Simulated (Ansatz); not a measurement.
Basis-set extrapolation for CH₆AlSi, SMILES `[CH3][Al][SiH3]` radical (PBE0-D4/def2-TZVP geometry, frozen core, Ansatz 0.2.0). Multiplicity 2, UHF reference.

```tsv
	def2-TZVPP	def2-QZVPP
HF	-572.207016	-572.224800
MP2 correlation	-0.366550	-0.391313
CCSD(T) correlation	-0.430949	-0.452077
```

Energies in hartree. Use E(X) = E(∞) + A·exp(−7.88·√X) for Hartree–Fock and E(X) = E(∞) + B·X^(−2.97) for correlation, with X = 3 and 4.

Problem. What is the CCSD(T) energy at the basis-set limit?

Solution. HF limit: -572.224800 + (-0.017784) × 0.13774 = -572.22725. Correlation limit: -0.452077 + (-0.021128) × 0.74074 = -0.46773. Total: -572.69498 hartree, 1.55 eV below CCSD(T)/def2-TZVPP.
